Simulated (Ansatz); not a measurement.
in.yaml

```yaml
crystal:
  periodic: [false, false, false]
  atoms:
    - {symbol: Al, position_ang: [0.000000, 0.000000, 0.000000]}
    - {symbol: Al, position_ang: [0.000000, 0.000000, 2.478843]}
basis:
  gaussian: {orbitals: cc-pVTZ}
magnetization: {spin_polarized: false, initial_magnetization: 4}
correlation: {method: ccsd_t, electrons: outside_noble_gas}
```

```sh
$ ansatz run in.yaml --threads 1 --pin off --events-out ev --progress --plain --max-ram 2393MiB
```

Task: Roughly how long does this take on 1 thread of AMD EPYC 9R14, shared host, and how much host memory?

Result: 3 s wall and 0.18 GiB.

```
442 factors; integrals over basis functions are off by at most 9.7e-4 eV
mean field evaluation 1: about -13162.6272 eV, gradient 5.6e0 eV
mean field evaluation 2: about -13162.7529 eV, gradient 5.8e0 eV
mean field evaluation 4: about -13163.4139 eV, gradient 8.2e-1 eV
mean field evaluation 8: about -13163.4360 eV, gradient 2.5e-1 eV
mean field evaluation 16: about -13163.4381 eV, gradient 1.8e-6 eV
mean field evaluation 32: about -13163.2919 eV, gradient 1.2e0 eV
mean field evaluation 64: about -13163.4381 eV, gradient 1.8e-6 eV
mean field evaluation 96: about -13161.0285 eV, gradient 7.5e-3 eV
mean field evaluation 128: about -13160.3521 eV, gradient 6.6e0 eV
mean field evaluation 160: about -13162.0356 eV, gradient 1.7e-2 eV
mean field evaluation 192: about -13161.1832 eV, gradient 2.8e-3 eV
mean field evaluation 224: about -13160.0832 eV, gradient 1.3e0 eV
mean field -13163.43808727 eV, -483.7474272085 hartree, gradient 1.8e-6 eV, S^2 6.000000; 10 other end points of the search recorded, 0 dependent functions left out
mean field evaluation 256: about -13163.4536 eV, gradient 2.3e-4 eV
mean field evaluation 288: about -13163.4536 eV, gradient 3.6e-2 eV
determinant -13163.43808727 eV, -483.7474272085 hartree, with singles and doubles -13166.17306232 eV, -483.8479356876 hartree
determinant -13162.03558475 eV, -483.6958861914 hartree, with singles and doubles -13164.24587556 eV, -483.7771128805 hartree
determinant -13161.18321301 eV, -483.6645621078 hartree, with singles and doubles -13164.01063223 eV, -483.7684678477 hartree
determinant -13161.02854106 eV, -483.6588780184 hartree, with singles and doubles -13163.97574671 eV, -483.7671858285 hartree
determinant -13160.10695982 eV, -483.6250105326 hartree, with singles and doubles -13163.67890425 eV, -483.7562770692 hartree
10 core orbitals not correlated: weight in the atoms' cores, before any rotation towards them, 1.000 or more for the frozen orbitals, at most 0.000 for the correlated occupied ones
reference -13163.43808727 eV, -483.7474272085 hartree; 5, 1 occupied and 53, 57 virtual orbitals, 442 factors
second order -2.21303205 eV of doubles, -0.00867936 eV of singles
cycle   1  -2.68335146 eV  change   -8.5e-2 eV  update   1.6e-2
cycle   2  -2.69088237 eV  change   -7.5e-3 eV  update   3.4e-3
cycle   3  -2.69129541 eV  change   -4.1e-4 eV  update   1.2e-3
cycle   4  -2.69180054 eV  change   -5.1e-4 eV  update   3.9e-4
cycle   5  -2.69191167 eV  change   -1.1e-4 eV  update   1.6e-4
cycle   6  -2.69196991 eV  change   -5.8e-5 eV  update   5.1e-5
cycle   7  -2.69199228 eV  change   -2.2e-5 eV  update   1.7e-5
cycle   8  -2.69199616 eV  change   -3.9e-6 eV  update   6.1e-6
perturbative correction -0.20806172 eV, -0.0076461272 hartree
Total energy: -13166.33814515 eV, -483.8540023698 hartree
```

For the same geometry and basis UCCSDT(Q) lies 65.0 meV lower.
